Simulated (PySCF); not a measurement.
## Orbital picture of BS⁺

UHF at R = 1.712 Å; PySCF, no relativity, basis sets B pcseg-1, S pcseg-1. State: ³Π (triplet), unpaired electrons σ ↑, π ↑. Only the outer orbitals are listed, counted within each symmetry.

```tsv
spin	orbital	occ.	ε (eV)	on B (%)	main shells (%)
α	5σ	1	-35.94	16	79 S s, 10 B s
α	6σ	1	-24.63	51	51 B s, 31 S p, 17 S s
α	2π	1	-20.99	12	87 S p, 12 B p
α	7σ	1	-20.61	71	47 B p, 26 S p, 23 B s
α	2π	1	-19.28	19	80 S p, 19 B p
α	3π	0	-6.36	88	88 B p, 10 S p
α	3π	0	-6.00	80	80 B p, 18 S p
α	8σ	0	-0.68	94	80 B p, 38 S p, 13 B s
β	5σ	1	-33.08	21	75 S s, 13 B s
β	6σ	1	-22.56	28	50 S p, 23 B s, 21 S s
β	2π	1	-18.80	13	86 S p, 12 B p
β	2π	0	-8.64	30	70 S p, 29 B p
β	7σ	0	-6.86	96	70 B s, 25 B p
β	3π	0	-4.49	87	87 B p, 10 S p
```

Which are the highest filled and the lowest empty level, where do they sit, and how wide is the gap?

Highest filled β 2π at -18.80 eV (in %: 86 S p, 12 B p); lowest empty β 2π at -8.64 eV (in %: 70 S p, 29 B p); the gap at UHF is 10.16 eV. Both belong to one degenerate shell, split only by its one-sided filling, so this is no excitation gap.

```json
{
  "bond order (Mayer)": "1.59",
  "⟨S²⟩": "2.015",
  "charge on B (Mulliken, basis-dependent)": "0.68",
  "charge on B (Löwdin, basis-dependent)": "0.48",
  "dipole moment (positive dipole points towards S; it is taken about the centre of mass and depends on that origin)": "-3.14 D",
  "polarisability along the bond": "31.4 bohr³",
  "polarisability across the bond": "15.2 bohr³"
}
```

The state was picked by a PBE0 search and need not be the measured ground state.
